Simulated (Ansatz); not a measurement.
# CH₂Al (doublet): the correlation ladder, cc-pVTZ

How much of the correlation energy of CH₂Al (doublet) does each wave-function method recover here?

The runs use Ansatz 0.2.0, Gaussian basis; cc-pVTZ, core rule «outside noble gas», up to 6 orbitals frozen.

Plan: UHF; CCSD(T) on ROHF; CCSD(T) on UHF; BCCD(T) on ROHF; CCSDT(Q) on ROHF; CCSDT(Q) on UHF; CASSCF and MRCISD+Q, 9 electrons in 10 orbitals; CASSCF and NEVPT2, 9 electrons in 10 orbitals.

10 further runs of the same task are left out: 5 for a known fault of the program, 5 set aside as unsound or not needed.

### 1 What is computed

The geometry is a PBE0/def2-TZVP stationary point (not a proven minimum).

4 atoms, charge 0, spin multiplicity 2.

Atoms are counted from 1 here; the program's logs count them from 0.

Bond lengths: Al1–C2 1.971 Å, C2–H3 1.094 Å, C2–H4 1.094 Å. Angles: Al1–C2–H3 125.0°, Al1–C2–H4 125.0°, H3–C2–H4 109.9°.

Coordinates:

```
Al    0.0000    0.0000    0.7050
C     0.0000    0.0000   -1.2658
H     0.0000   -0.8961   -1.8941
H     0.0000    0.8961   -1.8941
```

### 2 UHF

The input, in.yaml:

```yaml
crystal:
  periodic: [false, false, false]
  atoms:
    - {symbol: Al, position_ang: [0.000000, 0.000000, 0.704959]}
    - {symbol: C, position_ang: [0.000000, 0.000000, -1.265754]}
    - {symbol: H, position_ang: [0.000000, -0.896128, -1.894102]}
    - {symbol: H, position_ang: [0.000000, 0.896128, -1.894102]}
basis:
  gaussian: {orbitals: cc-pVTZ}
magnetization: {spin_polarized: true, initial_magnetization: 1}
hamiltonian: {xc: hf}
output: {orbitals: {seedname: orbitals}}
```

Command:

```
$ ansatz run in.yaml --threads 1 --pin off --events-out ev --progress --plain --max-ram 2816MiB --backend cpu
```

Further steps of the session: CCSD(T) on ROHF; CCSD(T) on UHF; BCCD(T) on ROHF; CCSDT(Q) on ROHF; CCSDT(Q) on UHF; CASSCF and MRCISD+Q, 9 electrons in 10 orbitals; CASSCF and NEVPT2, 9 electrons in 10 orbitals.

Before running them: what should the planned runs give, taken together? Wanted: UCCSDT(Q) below the RHF energy; RMP2 from UCCSDT(Q); UMP2 from UCCSDT(Q); RCCSD from UCCSDT(Q); RCCSD(T) from UCCSDT(Q); UCCSD(T) from UCCSDT(Q); RCCSDT(Q) from UCCSDT(Q); NEVPT2 valence from UCCSDT(Q); MRCISD+Q valence from UCCSDT(Q).

**Answer**, as computed:

| quantity | value |
| --- | --- |
| UCCSDT(Q) below the RHF energy | -6.5868 eV |
| RMP2 from UCCSDT(Q) | +24.32 kcal/mol |
| UMP2 from UCCSDT(Q) | +24.65 kcal/mol |
| RCCSD from UCCSDT(Q) | +5.82 kcal/mol |
| RCCSD(T) from UCCSDT(Q) | +0.77 kcal/mol |
| UCCSD(T) from UCCSDT(Q) | +0.77 kcal/mol |
| RCCSDT(Q) from UCCSDT(Q) | +0.02 kcal/mol |
| NEVPT2 valence from UCCSDT(Q) | +22.21 kcal/mol |
| MRCISD+Q valence from UCCSDT(Q) | +1.17 kcal/mol |
| levels within 1 kcal/mol (43 meV) | RCCSD(T), UCCSD(T), BCCD(T), RCCSDT, UCCSDT, RCCSDT(Q) |
| T1 diagnostic | 0.017 |
| effectively unpaired electrons | 1.10 |

What this shows: RCCSD(T) misses by +0.77 kcal/mol, 0.5 % of the correlation energy. One determinant dominates. Of the multireference levels listed MRCISD+Q valence comes nearest in total energy (+1.17 kcal/mol), which doesn't show that its space is the better one. Coupled cluster took another determinant than the lowest Hartree-Fock one. These misses are within one basis, not against nature; the frozen cores of restricted and unrestricted runs differ, which can shift their rows.
